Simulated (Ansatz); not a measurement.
Abridged output of a molecular run in Ansatz:

```
Functional definition: HF
1202 factors; integrals over basis functions are off by at most 1.1e-3 eV
mean field evaluation 1: about -14436.4002 eV, gradient 3.8e1 eV
mean field evaluation 2: about -14436.6259 eV, gradient 3.8e1 eV
mean field evaluation 4: about -14440.3839 eV, gradient 4.6e0 eV
mean field evaluation 8: about -14440.4902 eV, gradient 5.6e-1 eV
mean field evaluation 16: about -14440.4934 eV, gradient 2.1e-6 eV
mean field -14440.49337770 eV, -530.6783435124 hartree, gradient 2.1e-6 eV, S^2 0.000000; 0 other end points of the search recorded, 0 dependent functions left out
8 core orbitals not correlated: weight in the atoms' cores, before any rotation towards them, 1.000 or more for the frozen orbitals, at most 0.000 for the correlated occupied ones
reference -14440.49337770 eV, -530.6783435124 hartree; 12, 12 occupied and 185, 185 virtual orbitals, 1202 factors
second order -19.50054905 eV of doubles, -0.00000000 eV of singles
cycle   1  -19.86864558 eV  change   -3.7e-1 eV  update   1.0e-1
cycle   2  -20.38950878 eV  change   -5.2e-1 eV  update   3.1e-2
cycle   3  -20.50791520 eV  change   -1.2e-1 eV  update   1.6e-2
cycle   4  -20.50009162 eV  change    7.8e-3 eV  update   4.0e-3
cycle   5  -20.50003947 eV  change    5.2e-5 eV  update   1.9e-3
cycle   6  -20.50029022 eV  change   -2.5e-4 eV  update   5.6e-4
cycle   7  -20.50000052 eV  change    2.9e-4 eV  update   2.4e-4
cycle   8  -20.49999239 eV  change    8.1e-6 eV  update   8.6e-5
cycle   9  -20.50000500 eV  change   -1.3e-5 eV  update   3.1e-5
cycle  10  -20.49998881 eV  change    1.6e-5 eV  update   1.4e-5
perturbative correction -0.95429556 eV, -0.0350697149 hartree
Total energy: -14461.94766206 eV, -531.4667739205 hartree
```

Its atoms:

Z-matrix (Å, degrees):
```
C
C 1 1.494
H 1 1.093 2 110.6
H 1 1.093 2 110.6 3 -119.3
H 1 1.089 2 108.9 3 120.4
N 2 1.262 1 121.1 3 -120.5
S 2 1.781 1 116.7 3 59.5
H 6 1.019 2 112.9 1 -180.0
H 7 1.342 2 97.8 1 0.0
```

(1) Which basis set was used?
A. def2-QZVPP
B. cc-pV(D+d)Z
C. def2-TZVPP
D. def2-TZVPPD

(2) Write the keys of the input that set method, charge and spin (a neutral closed shell needs none for the last two).

## Answers

(1) C. It gives 205 functions.

(2) 
```yaml
correlation: {method: ccsd_t}
```
